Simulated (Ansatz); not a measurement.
# SiS (triplet): from Hartree-Fock to the top rungs, cc-pVDZ

How much of the correlation energy of SiS (triplet) does each wave-function method recover here?

The runs use Ansatz 0.2.0, Gaussian basis; cc-pVDZ, core rule «outside noble gas», up to 10 orbitals frozen.

Plan: UHF; CCSD(T) on ROHF; CCSD(T) on UHF; BCCD(T) on ROHF; CISD as a restricted active space (open shells left free, so some higher excitations enter); CCSDT(Q) on ROHF; CCSDT(Q) on UHF; CASSCF and MRCISD+Q, 10 electrons in 8 orbitals; CASSCF and MRCISD+Q(relaxed), 10 electrons in 8 orbitals; CASSCF and NEVPT2, 10 electrons in 8 orbitals.

10 further runs of the same task are left out: 3 that didn't finish, 7 set aside as unsound or not needed. Runs told in other sessions of the task aren't counted.

## (1) The geometry

The geometry is a PBE0/def2-TZVP stationary point (not a proven minimum) of the parent state, kept for this charge and spin.

2 atoms, charge 0, spin multiplicity 3.

Atoms are counted from 1 here; the program's logs count them from 0.

Bond lengths: Si1–S2 1.930 Å.

Geometry (Å):

```xyz
2
charge 0, multiplicity 3
Si    0.00000    0.00000    0.00000
S     0.00000    0.00000    1.93000
```

## (2) UHF

in.yaml reads:

```yaml
crystal:
  periodic: [false, false, false]
  atoms:
    - {symbol: Si, position_ang: [0.000000, 0.000000, 0.000000]}
    - {symbol: S, position_ang: [0.000000, 0.000000, 1.930000]}
basis:
  gaussian: {orbitals: cc-pVDZ}
magnetization: {spin_polarized: true, initial_magnetization: 2}
hamiltonian: {xc: hf}
output: {orbitals: {seedname: orbitals}}
```

Started as:

```sh
$ ansatz run in.yaml --threads 1 --pin off --events-out ev --progress --plain --max-ram 2393MiB
```

The runs that follow: CCSD(T) on ROHF; CCSD(T) on UHF; BCCD(T) on ROHF; CISD as a restricted active space (open shells left free, so some higher excitations enter); CCSDT(Q) on ROHF; CCSDT(Q) on UHF; CASSCF and MRCISD+Q, 10 electrons in 8 orbitals; CASSCF and MRCISD+Q(relaxed), 10 electrons in 8 orbitals; CASSCF and NEVPT2, 10 electrons in 8 orbitals.

Q: Predict the results of all the runs planned. Wanted: UCCSDT(Q) from the RHF energy; RMP2 from UCCSDT(Q); UMP2 from UCCSDT(Q); RCCSD from UCCSDT(Q); RCCSD(T) from UCCSDT(Q); UCCSD(T) from UCCSDT(Q); RCCSDT(Q) from UCCSDT(Q); NEVPT2 valence from UCCSDT(Q); MRCISD+Q valence from UCCSDT(Q).

**Answer**, as computed:

| quantity | value |
| --- | --- |
| UCCSDT(Q) from the ROHF energy | -5.9365 eV |
| RMP2 from UCCSDT(Q) | +89.8 kJ/mol |
| UMP2 from UCCSDT(Q) | +89.3 kJ/mol |
| RCCSD from UCCSDT(Q) | +31.9 kJ/mol |
| RCCSD(T) from UCCSDT(Q) | +5.5 kJ/mol |
| UCCSD(T) from UCCSDT(Q) | +5.8 kJ/mol |
| RCCSDT(Q) from UCCSDT(Q) | +0.7 kJ/mol |
| NEVPT2 valence from UCCSDT(Q) | +99.7 kJ/mol |
| MRCISD+Q valence from UCCSDT(Q) | +3.3 kJ/mol |
| MRCISD+Q(relaxed) valence from UCCSDT(Q) | +0.5 kJ/mol |
| levels within 1 kcal/mol (43 meV) | RCCSDT, UCCSDT, RCCSDT(Q), MRCISD+Q valence, MRCISD+Q(relaxed) valence |
| T1 diagnostic | 0.042 |
| effectively unpaired electrons | 2.04 |

**Reading.** RCCSD(T) lands +5.5 kJ/mol from the yardstick (1.0 % of the correlation energy). The occupations are near whole numbers, but T1 = 0.042 shows that the orbitals relax strongly. Of the multireference levels listed MRCISD+Q(relaxed) valence comes nearest in total energy (+0.5 kJ/mol), which doesn't show that its space is the better one. Coupled cluster took another determinant than the lowest Hartree-Fock one. These misses are within one basis, not against nature; the frozen cores of restricted and unrestricted runs differ, which can shift their rows.

With open shells the CI space here admits some higher excitations, so it is larger than plain CISD.

Huber and Herzberg's tables give the ground state of this molecule as 1Σ+; the runs here treat another spin state.
